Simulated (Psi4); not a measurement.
# OH− (SMILES [OH-]) at SVWN5/aug-cc-pVTZ

Aim: the energy change on altering one bond length of OH− at SVWN5/aug-cc-pVTZ, from 2 runs. Input form: a Python script.

Program for the calculation: Psi4 1.11.

2 further runs of the same task are left out: 2 set aside as unsound or not needed.

### Step 1. Starting point

OH− has 2 atoms, charge -1, and is taken as a singlet. SMILES: `[OH-]`. The shape is that of a PBE0-D4/def2-TZVPD optimisation.

Bond lengths: O1–H2 0.964 Å.

### Step 2. The energy at SVWN5/aug-cc-pVTZ

job.py

```python
import psi4

psi4.set_memory(1600000000)
psi4.set_num_threads(1)
psi4.set_output_file('ho.out', False)

m = psi4.geometry("""
-1 1
O      0.77818922    -0.24906590     0.40156680
H     -0.77818922     0.24906590    -0.40156680
units au
symmetry c1
""")

options = {'basis': 'aug-cc-pVTZ', 'puream': True, 'e_convergence': 1e-09, 'd_convergence': 1e-08, 'scf_type': 'pk', 'dft_radial_points': 99, 'dft_spherical_points': 590}
psi4.set_options(options)

e = psi4.energy("scf", dft_functional={"name": "SVWN5", "x_functionals": {"LDA_X": {}}, "c_functionals": {"LDA_C_VWN": {}}})
print(f'scf energy: {e:.10f} Eh')
for k, v in sorted(psi4.core.scalar_variables().items()):
    print(f'{k:45s} {v:18.10f}')
```

Command:

```bash
$ python job.py
```

ho.out:

```text
[...]
  Running in c1 symmetry.
[...]
  Nuclear repulsion =    4.393567041470714
[...]
  Multiplicity = 1
[...]
  Nalpha       = 5
  Nbeta        = 5
[...]
    Number of basis functions: 69
[...]
   @RKS iter   1:   -74.86061942721157    1.08189e-02   1.50041e-02 DIIS/ADIIS
[...]
   @RKS iter  11:   -75.28714685013915   -5.40012e-13   1.95023e-09 DIIS
[...]
    Orbital Energies [Eh]
    ---------------------
    Doubly Occupied:
       1A    -18.261972     2A     -0.515314     3A     -0.056390
       4A      0.074005     5A      0.074005
[...]
  @RKS Final Energy:   -75.28714685013915
   => Energetics <=
    Nuclear Repulsion Energy =              4.3935670414707140
    One-Electron Energy =                -116.1652546480608521
    Two-Electron Energy =                  45.0152483374374270
    DFT Exchange-Correlation Energy =      -8.5307075809864514
    Empirical Dispersion Energy =           0.0000000000000000
    VV10 Nonlocal Energy =                  0.0000000000000000
    Total Energy =                        -75.2871468501391519
[...]
 Multipole Moments:
 ------------------------------------------------------------------------------------
     Multipole            Electronic (a.u.)      Nuclear  (a.u.)        Total (a.u.)
 ------------------------------------------------------------------------------------
 L = 1.  Multiply by 2.5417464519 to convert [e a0] to [Debye]
 Dipole X            :          0.0000000            0.0000000            0.0000000
 Dipole Y            :         -0.0000000            0.0000000           -0.0000000
 Dipole Z            :          0.3974250           -0.8494811           -0.4520561
 Magnitude           :                                                    0.4520561
[...]
```

The script printed:

```text
scf energy: -75.2871468501 Eh
CURRENT ENERGY                                    -75.2871468501
CURRENT REFERENCE ENERGY                          -75.2871468501
DD SOLVATION ENERGY                                 0.0000000000
DFT FUNCTIONAL TOTAL ENERGY                       -75.2871468501
DFT TOTAL ENERGY                                  -75.2871468501
DFT VV10 ENERGY                                     0.0000000000
DFT XC ENERGY                                      -8.5307075810
GRID ELECTRONS ALPHA                                5.0000000156
GRID ELECTRONS BETA                                 5.0000000156
GRID ELECTRONS TOTAL                               10.0000000311
NUCLEAR REPULSION ENERGY                            4.3935670415
ONE-ELECTRON ENERGY                              -116.1652546481
PCM POLARIZATION ENERGY                             0.0000000000
PE ENERGY                                           0.0000000000
SCF ITERATION ENERGY                              -75.2871468501
SCF ITERATIONS                                     11.0000000000
SCF TOTAL ENERGY                                  -75.2871468501
TWO-ELECTRON ENERGY                                45.0152483374
XC GRID RADIAL POINTS                              99.0000000000
XC GRID SPHERICAL POINTS                          590.0000000000
XC GRID TOTAL POINTS                           114710.0000000000
```

Wall time 2.6 s (1 thread of Intel Xeon 6975P-C (Granite Rapids), shared host); peak memory 0.33 GiB.

### Step 3. The distorted shape: energy and gradient at SVWN5/aug-cc-pVTZ

ho.xyz

```xyz
2
HO
O      0.823580    -0.263594     0.424990
H     -0.411800     0.131800    -0.212500
```

ho.py

```python
import psi4

psi4.set_memory(1600000000)
psi4.set_num_threads(1)
psi4.set_output_file('run.log', False)

with open('ho.xyz') as f:
    atoms = ''.join(f.readlines()[2:])
m = psi4.geometry('-1 1\n' + atoms + 'symmetry c1\nno_reorient\nno_com')

psi4.set_options({
    'basis': 'aug-cc-pVTZ',
    'reference': 'rks',
    'puream': True,
    'e_convergence': 1e-09,
    'd_convergence': 1e-08,
    'scf_type': 'pk',
    'dft_radial_points': 99,
    'dft_spherical_points': 590,
})

e_tot = psi4.gradient("scf", dft_functional={"name": "SVWN5", "x_functionals": {"LDA_X": {}}, "c_functionals": {"LDA_C_VWN": {}}})
print('gradient / Eh bohr^-1')
print(e_tot.np.round(6))
for k, v in sorted(psi4.core.scalar_variables().items()):
    print(f'{k:45s} {v:18.10f}')
```

Command:

```bash
$ python ho.py
```

run.log:

```text
[...]
  Running in c1 symmetry.
[...]
  Nuclear repulsion =    2.929091603626577
[...]
  Multiplicity = 1
[...]
  Nalpha       = 5
  Nbeta        = 5
[...]
    Number of basis functions: 69
[...]
   @RKS iter   1:   -74.71588918461704    2.61799e-02   1.53476e-02 ADIIS/DIIS
[...]
   @RKS iter  12:   -75.21098634550475   -3.69482e-13   1.31845e-09 DIIS
[...]
    Orbital Energies [Eh]
    ---------------------
    Doubly Occupied:
       1A    -18.310196     2A     -0.468444     3A     -0.042761
       4A      0.067704     5A      0.067704
[...]
  @RKS Final Energy:   -75.21098634550475
   => Energetics <=
    Nuclear Repulsion Energy =              2.9290916036265768
    One-Electron Energy =                -113.1883075225341884
    Two-Electron Energy =                  43.4251607520563923
    DFT Exchange-Correlation Energy =      -8.3769311786535283
    Empirical Dispersion Energy =           0.0000000000000000
    VV10 Nonlocal Energy =                  0.0000000000000000
    Total Energy =                        -75.2109863455047503
[...]
 Multipole Moments:
 ------------------------------------------------------------------------------------
     Multipole            Electronic (a.u.)      Nuclear  (a.u.)        Total (a.u.)
 ------------------------------------------------------------------------------------
 L = 1.  Multiply by 2.5417464519 to convert [e a0] to [Debye]
 Dipole X            :        -13.1976393           11.6725359           -1.5251034
 Dipole Y            :          4.2240206           -3.7358978            0.4881227
 Dipole Z            :         -6.8103463            6.0233508           -0.7869954
 Magnitude           :                                                    1.7842550
[...]
  -Total Gradient:
     Atom            X                  Y                   Z
    ------   -----------------  -----------------  -----------------
       1        0.088498980464    -0.028324860271     0.045667903848
       2       -0.088499011229     0.028324870118    -0.045667919724
[...]
```

On the terminal:

```text
gradient / Eh bohr^-1
[[ 0.088499 -0.028325  0.045668]
 [-0.088499  0.028325 -0.045668]]
CURRENT ENERGY                                    -75.2109863455
CURRENT REFERENCE ENERGY                          -75.2109863455
DD SOLVATION ENERGY                                 0.0000000000
DFT FUNCTIONAL TOTAL ENERGY                       -75.2109863455
DFT TOTAL ENERGY                                  -75.2109863455
DFT VV10 ENERGY                                     0.0000000000
DFT XC ENERGY                                      -8.3769311787
GRID ELECTRONS ALPHA                                5.0000001489
GRID ELECTRONS BETA                                 5.0000001489
GRID ELECTRONS TOTAL                               10.0000002978
NUCLEAR REPULSION ENERGY                            2.9290916036
ONE-ELECTRON ENERGY                              -113.1883075225
PCM POLARIZATION ENERGY                             0.0000000000
PE ENERGY                                           0.0000000000
SCF ITERATION ENERGY                              -75.2109863455
SCF ITERATIONS                                     12.0000000000
SCF TOTAL ENERGY                                  -75.2109863455
TWO-ELECTRON ENERGY                                43.4251607521
XC GRID RADIAL POINTS                              99.0000000000
XC GRID SPHERICAL POINTS                          590.0000000000
XC GRID TOTAL POINTS                           114803.0000000000
```

Wall time 3.6 s (1 thread of Intel Xeon 6975P-C (Granite Rapids), shared host); peak memory 0.32 GiB.

### Step 4. Results

At SVWN5/aug-cc-pVTZ:

| quantity | value |
| --- | --- |
| first shape: total energy | -75.28715 Eh |
| first shape: HOMO energy | 2.01 eV |
| first shape: LUMO energy | 3.71 eV |
| first shape: HOMO–LUMO gap (to an unbound level, set by the basis) | 1.69 eV |
| distorted shape: total energy | -75.21099 Eh |
| distorted shape: HOMO energy | 1.84 eV |
| distorted shape: LUMO energy | 3.29 eV |
| distorted shape: HOMO–LUMO gap (to an unbound level, set by the basis) | 1.45 eV |
| distorted shape: largest force on an atom | 5.324 eV/Å |
| energy change with the O1–H2 bond stretched from 0.964 to 1.445 Å | 2.072 eV |

**Reading.** With the O1–H2 bond stretched from 0.964 to 1.445 Å the energy rises by 2.07 eV (48 kcal/mol). The first shape isn't relaxed at this level, so the change isn't measured from a minimum. The HOMO (first shape) lies at positive energy, 2.01 eV, as semi-local functionals often give for anions; only total energies tell whether the electron is bound. The HOMO (distorted shape) lies at positive energy, 1.84 eV, as semi-local functionals often give for anions; only total energies tell whether the electron is bound.
